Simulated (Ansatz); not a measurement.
in.yaml

```yaml
crystal:
  periodic: [false, false, false]
  atoms:
    - {symbol: Si, position_ang: [0.000000, 0.000000, 0.282989]}
    - {symbol: Mg, position_ang: [0.000000, 0.000000, -1.859040]}
    - {symbol: H, position_ang: [0.000000, 0.000000, 1.576051]}
basis:
  gaussian: {orbitals: 6-31G}
magnetization: {spin_polarized: false, initial_magnetization: 3}
correlation: {method: fic_mrcisd_q, electrons: outside_noble_gas, active_space: {window: {electrons: 5, orbitals: 5}}}
```

```sh
$ ansatz run in.yaml --threads 1 --pin off --events-out ev --progress --plain --max-ram 2393MiB
```

(1) Roughly how long does this take on 1 thread of Arm Neoverse V1, shared host, and how much host memory?

```
304 factors; integrals over basis functions are off by at most 1.3e-4 eV
mean field evaluation 1: about -13304.5531 eV, gradient 6.5e0 eV
mean field evaluation 2: about -13304.5830 eV, gradient 6.5e0 eV
mean field evaluation 4: about -13305.2884 eV, gradient 6.7e-1 eV
mean field evaluation 8: about -13305.3010 eV, gradient 2.0e-3 eV
mean field -13305.30104662 eV, -488.9607948062 hartree, gradient 5.6e-6 eV, S^2 3.750000; 0 other end points of the search recorded, 0 dependent functions left out
reference -13305.30104662 eV, -488.9607948062 hartree; 15, 12 occupied and 13, 16 virtual orbitals, 304 factors
state -13305.70391959 eV, -488.9756001149 hartree
contracted CI cycle   1: correlation 0.00000000 eV, 0.0000000000 hartree, residual 5.48e0 eV
contracted CI cycle   2: correlation -0.93428889 eV, -0.0343344836 hartree, residual 1.39e0 eV
contracted CI cycle   3: correlation -1.00637262 eV, -0.0369835116 hartree, residual 5.27e-1 eV
contracted CI cycle   4: correlation -1.01547006 eV, -0.0373178364 hartree, residual 1.87e-1 eV
contracted CI cycle   5: correlation -1.01645831 eV, -0.0373541540 hartree, residual 7.06e-2 eV
contracted CI cycle   6: correlation -1.01658071 eV, -0.0373586519 hartree, residual 2.83e-2 eV
contracted CI cycle   7: correlation -1.01659949 eV, -0.0373593424 hartree, residual 1.07e-2 eV
contracted CI cycle   8: correlation -1.01660233 eV, -0.0373594464 hartree, residual 3.92e-3 eV
contracted CI cycle   9: correlation -1.01660272 eV, -0.0373594608 hartree, residual 1.43e-3 eV
contracted CI cycle  10: correlation -1.01660277 eV, -0.0373594626 hartree, residual 5.09e-4 eV
state -13305.70391959 eV, -488.9756001149 hartree; corrected -13306.76722523 eV, -489.0146758764 hartree
Total energy: -13306.76722523 eV, -489.0146758764 hartree
```

Natural occupations: 1.9810 1.0001 1.0000 1.0000 0.0189.

For the same geometry and basis full CI lies 10.2 meV lower.

## Answers

(1) 0.81 s wall and 0.08 GiB.
